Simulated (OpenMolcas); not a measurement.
**One shape, several levels: CH5AlO (SMILES C[O][AlH2])**

Aim: a comparison of 6 runs (HF/STO-3G, HF/3-21G, B3LYP/6-31G*, M06-2X/def2-TZVP, RI-MP2/ANO-XS-MB, CCSD(T)/Ahlrichs_VTZ) of CH5AlO. 

The calculation is run with OpenMolcas 26.06.

10 further runs of the same task are left out: 1 that didn't finish, 9 set aside as unsound or not needed.

## (1) The molecule

CH5AlO has 8 atoms, charge 0, and is taken as a singlet. SMILES: `C[O][AlH2]`. Geometry: a GFN2-xTB relaxation, a rough one for these elements and not checked as a minimum.

Bond lengths: C1–O2 1.402 Å, O2–Al3 1.642 Å, C1–H4 1.092 Å, C1–H5 1.092 Å, C1–H6 1.093 Å, Al3–H7 1.532 Å, Al3–H8 1.533 Å. Angles: C1–O2–Al3 179.9°, O2–C1–H4 109.9°, O2–C1–H5 109.9°, O2–C1–H6 109.9°, O2–Al3–H7 119.6°, O2–Al3–H8 119.6°, H4–C1–H5 109.1°, H4–C1–H6 109.1°, H5–C1–H6 109.0°, H7–Al3–H8 120.8°.

## (2) Energy and gradient at HF/STO-3G (run 1)

The input, mol.input:

```
>>> EXPORT MOLCAS_PRINT=2
&GATEWAY
BasLib=$CurrDir
Coord
8
angstrom
C       -0.529740       1.185050      -0.427750
O        0.012590      -0.030760       0.011880
Al       0.650280      -1.454480       0.524800
H       -1.204770       1.008090      -1.267310
H        0.270570       1.855540      -0.748210
H       -1.086720       1.658460       0.384440
H        2.075810      -1.487150       1.086320
H       -0.188010      -2.734740       0.435830
Basis=STO-3G
Group=NoSym
&SEWARD
&SCF
Thresholds=1e-10 1e-07 1e-07 1e-05
PrOrbitals=1 2
&ALASKA
```

The basis set STO-3G is read from a file made from the Basis Set Exchange's data (not shown).

On the command line:

```console
export MOLCAS_MEM=1860
pymolcas mol.input > mol.log
```

Standard output:

```text
--- Start Module: gateway ---
[...]
--- Stop Module: gateway /rc=_RC_ALL_IS_WELL_ ---
[...]
      Basis functions           24
[...]
--- Start Module: scf ---
[...]
       Convergence after  10 Iterations
[...]
::    Total SCF energy                               -353.1715815749
[...]
      Total spin, S                                     0.0000000000
[...]
      Total electronic charge=   32.000000
      Total            charge=   -0.000000
[...]
      Dipole Moment (debye):
      Origin of the operator (angstrom)=    0.1875   -0.4201    0.1517
                   X= -7.7515E-02               Y=  1.7021E-01               Z= -5.2402E-02           Total=  1.9423E-01
      Quadrupole Moment (debye*angstrom):
[...]
--- Stop Module: scf /rc=_RC_ALL_IS_WELL_ ---
--- Start Module: alaska ---
[...]
 *              Molecular gradients               *
 **************************************************
  Irreducible representation: a
 ------------------------------------------------------------------------------------------
                              X                       Y                       Z
 ------------------------------------------------------------------------------------------
  C1               -1.85407954093164E-02    4.05223367351653E-02   -1.47136335212936E-02
  O2               -9.80648396573525E-03    2.26336817714121E-02   -8.91093779096908E-03
  AL3               4.37764400013929E-03   -9.61425655580683E-03    3.66125280747465E-03
  H4                5.72239038449140E-03   -6.90223520175590E-03    5.36625161175674E-03
  H5                8.59757724166244E-04   -9.48357452042980E-03    3.56953156990114E-03
  H6                4.47766495828095E-03   -7.96427169352243E-03    5.88641273352675E-04
  H7                2.60739026232741E-02   -3.74691045043118E-03    1.08505236260668E-02
  H8               -1.31640803152999E-02   -2.54447700846412E-02   -4.11629576297701E-04
[...]
--- Stop Module: alaska /rc=_RC_ALL_IS_WELL_ ---
[...]
```

Wall time 1.9 s (1 thread of Arm Neoverse V1, shared host); peak memory 0.37 GiB.

## (3) Energy and forces at HF/3-21G (run 2)

The input, run.inp:

```
* CH5AlO Hartree-Fock

&GATEWAY
 BASLIB=$CurrDir
 COORD
 8
 angstrom
 C       -0.529740       1.185050      -0.427750
 O        0.012590      -0.030760       0.011880
 Al       0.650280      -1.454480       0.524800
 H       -1.204770       1.008090      -1.267310
 H        0.270570       1.855540      -0.748210
 H       -1.086720       1.658460       0.384440
 H        2.075810      -1.487150       1.086320
 H       -0.188010      -2.734740       0.435830
 BASIS=3-21G
 GROUP=NoSym

&SEWARD

&SCF
 THRESHOLDS=1e-10 1e-07 1e-07 1e-05
 PRORBITALS=1 1

&ALASKA
```

The basis set 3-21G is read from a file made from the Basis Set Exchange's data (not shown).

On the command line:

```console
export MOLCAS_MEM=1860
pymolcas run.inp > run.log
```

Standard output:

```text
--- Start Module: gateway ---
[...]
--- Stop Module: gateway /rc=_RC_ALL_IS_WELL_ ---
[...]
      Basis functions           41
[...]
--- Start Module: scf ---
[...]
       Convergence after  12 Iterations
[...]
::    Total SCF energy                               -355.6154465713
[...]
      Total spin, S                                     0.0000000000
[...]
      Total electronic charge=   32.000000
      Total            charge=   -0.000000
[...]
      Dipole Moment (debye):
      Origin of the operator (angstrom)=    0.1875   -0.4201    0.1517
                   X= -4.9853E-01               Y=  1.1178E+00               Z= -3.9884E-01           Total=  1.2872E+00
      Quadrupole Moment (debye*angstrom):
[...]
--- Stop Module: scf /rc=_RC_ALL_IS_WELL_ ---
--- Start Module: alaska ---
[...]
 *              Molecular gradients               *
 **************************************************
  Irreducible representation: a
 ------------------------------------------------------------------------------------------
                              X                       Y                       Z
 ------------------------------------------------------------------------------------------
  C1               -1.21344203680973E-03    1.55555946613806E-03   -7.78971937864803E-05
  O2                3.80888396626733E-03   -8.26211132063603E-03    2.52724061043730E-03
  AL3               3.24572762999242E-03   -6.94514621302389E-03    2.56082761258192E-03
  H4               -2.28114696992465E-03   -4.14291828250267E-03   -4.00747103944843E-03
  H5                6.17246690423312E-03    9.50195974006363E-04   -1.08531735812245E-03
  H6               -2.08248334806549E-03    9.21200099233133E-05    6.11790340897822E-03
  H7               -1.89346218441360E-02    7.41145266006105E-05   -7.36375056464444E-03
  H8                1.12846156984276E-02    1.66781858394693E-02    1.32846452401134E-03
[...]
--- Stop Module: alaska /rc=_RC_ALL_IS_WELL_ ---
[...]
```

Run time: 2.2 s. Hardware: 1 thread of Arm Neoverse V1, shared host; peak memory 0.37 GiB.

Run 3 isn't shown in full; the table further down has it.

## (4) Energy and forces at M06-2X/def2-TZVP (run 4)

The input, mol.input:

```
&GATEWAY
  BasLib=$CurrDir
  Coord
  8
  bohr
  C     -1.00106352     2.23941994    -0.80833035
  O      0.02379165    -0.05812798     0.02244995
  Al     1.22885110    -2.74856885     0.99172827
  H     -2.27668534     1.90501401    -2.39486881
  H      0.51130320     3.50646241    -1.41391198
  H     -2.05360317     3.13403519     0.72648631
  H      3.92271239    -2.81030621     2.05284728
  H     -0.35528741    -5.16790962     0.82359934
  Basis=def2-TZVP
  Group=NoSym

&SEWARD
  GridInput
  Grid=UltraFine
  End of Grid

&SCF
  KSDFT=M062X
  Thresholds=1e-10 1e-07 1e-07 1e-05
  PrOrbitals=1 2

&ALASKA
```

The basis set def2-TZVP is read from a file made from the Basis Set Exchange's data (not shown).

On the command line:

```console
export MOLCAS_MEM=1860
pymolcas mol.input > mol.log
```

Standard output:

```text
--- Start Module: gateway ---
[...]
--- Stop Module: gateway /rc=_RC_ALL_IS_WELL_ ---
[...]
      Basis functions          129
[...]
--- Start Module: scf ---
[...]
       Convergence after  14 Iterations
[...]
::    Total KS-DFT energy                            -358.7648970184
[...]
      Total spin, S                                     0.0000000000
[...]
      Total electronic charge=   32.000000
      Total            charge=   -0.000000
[...]
      Dipole Moment (debye):
      Origin of the operator (angstrom)=    0.1875   -0.4201    0.1517
                   X= -4.5468E-01               Y=  1.0114E+00               Z= -3.5431E-01           Total=  1.1641E+00
      Quadrupole Moment (debye*angstrom):
[...]
--- Stop Module: scf /rc=_RC_ALL_IS_WELL_ ---
[...]
--- Start Module: alaska ---
[...]
 *              Molecular gradients               *
 **************************************************
  Irreducible representation: a
 ------------------------------------------------------------------------------------------
                              X                       Y                       Z
 ------------------------------------------------------------------------------------------
  C1               -5.06789048208800E-03    1.05887509347529E-02   -3.67713435161887E-03
  O2                7.11626128792364E-03   -1.54470004826077E-02    4.97615620063896E-03
  AL3               4.91122644724840E-04   -9.10659212609133E-04    4.54150749580329E-04
  H4                4.92113085003520E-04   -1.29633451364222E-03   -7.33112501301036E-05
  H5                9.51083069391956E-04   -8.59509381907042E-04    5.23310850506498E-05
  H6               -1.56875021638969E-04   -3.24944593780296E-04    1.26329837228489E-03
  H7               -1.11960672927385E-02   -9.62567416038229E-04   -4.16755221468001E-03
  H8                7.37025270942504E-03    9.21226466570202E-03    1.17206140887925E-03
[...]
--- Stop Module: alaska /rc=_RC_ALL_IS_WELL_ ---
[...]
```

Wall time 91 s (1 thread of Arm Neoverse V1, shared host); peak memory 0.89 GiB.

Run 5 isn't shown in full; the table further down has it.

## (5) A single-point energy at CCSD(T)/Ahlrichs_VTZ (Cholesky decomposition) (run 6)

The input, geom.xyz:

```xyz
8

C     -0.529740     1.185050    -0.427750
O      0.012590    -0.030760     0.011880
Al     0.650280    -1.454480     0.524800
H     -1.204770     1.008090    -1.267310
H      0.270570     1.855540    -0.748210
H     -1.086720     1.658460     0.384440
H      2.075810    -1.487150     1.086320
H     -0.188010    -2.734740     0.435830
```

The input, job.input:

```
&GATEWAY
Coord = geom.xyz
Basis = Ahlrichs_VTZ
Group = NoSym
&SEWARD
Medium
&SCF
PrOrbitals = 1 1
&CHCC
Frozen = 7
&CHT3
Frozen = 7
```

On the command line:

```console
export MOLCAS_MEM=1860
pymolcas job.input > job.log
```

Standard output:

```text
--- Start Module: gateway ---
[...]
--- Stop Module: gateway /rc=_RC_ALL_IS_WELL_ ---
[...]
      Basis functions           67
[...]
       Convergence after  10 Iterations
[...]
::    Total SCF energy                               -357.5593530771
[...]
      Total spin, S                                     0.0000000000
[...]
      Total electronic charge=   32.000000
      Total            charge=   -0.000000
[...]
      Dipole Moment (debye):
      Origin of the operator (angstrom)=    0.1875   -0.4201    0.1517
                   X= -3.4781E-01               Y=  7.8190E-01               Z= -2.7788E-01           Total=  8.9975E-01
      Quadrupole Moment (debye*angstrom):
[...]
--- Start Module: chcc ---
[...]
--- Stop Module: chcc /rc=_RC_ALL_IS_WELL_ ---
[...]
--- Start Module: cht3 ---
[...]
--- Stop Module: cht3 /rc=_RC_ALL_IS_WELL_ ---
[...]
```

Wall time 17 s (1 thread of Arm Neoverse V1, shared host); peak memory 0.25 GiB.

## (6) Overview of the runs

| run | level | Cartesian functions | integration grid | energy (Eh) | dipole moment (D) of the reference | HOMO energy (eV) | LUMO energy (eV) | wall time |
| --- | --- | --- | --- | --- | --- | --- | --- | --- |
| 1 | HF/STO-3G | no | – | -353.171582 | 0.19 | -7.34 | 9.75 | 1.9 s |
| 2 | HF/3-21G | no | – | -355.615447 | 1.29 | -10.65 | 2.06 | 2.2 s |
| 3 | B3LYP/6-31G* (Cartesian functions) | yes | UltraFine | -358.786471 | 1.34 | -7.21 | -0.82 | 21 s |
| 4 | M06-2X/def2-TZVP | no | UltraFine | -358.764897 | 1.16 | -9.00 | -0.22 | 91 s |
| 5 | RI-MP2/ANO-XS-MB (DKH2, Cholesky decomposition) | no | – | -357.902317 | 0.75 | -11.71 | 1.27 | 2 s |
| 6 | CCSD(T)/Ahlrichs_VTZ (Cholesky decomposition) | no | – | -357.862793 | 0.90 | -10.93 | 1.65 | 17 s |

## (7) Summary of results

```
                                          quantity          value
                               run 6: total energy  -357.86279 Eh
         run 6: dipole moment (mean-field density)         0.90 D
        run 6: HOMO energy (Hartree–Fock orbitals)      -10.93 eV
        run 6: LUMO energy (Hartree–Fock orbitals)        1.65 eV
      run 6: HOMO–LUMO gap (Hartree–Fock orbitals)       12.58 eV
run 6: correlation energy (7 core orbitals frozen)     -303.4 mEh
                             run 6: (T) correction      -8.37 mEh
```

**Reading.** Over runs 1, 2, 3, 4 the dipole moment (its size) runs from 0.19 D (HF/STO-3G) to 1.34 D (B3LYP/6-31G*). The two ends differ in method and basis. Over runs 1, 2, 3, 4 the HOMO–LUMO gap runs from 6.39 eV (B3LYP/6-31G*) to 17.08 eV (HF/STO-3G). Totals of different functionals can't be ranked against each other. Some runs of one species differ in core potentials or relativity; totals across that change don't compare. In runs 1, 5 the basis is minimal, so the values are rough. All runs together took 2.2 min, the longest 91 s.
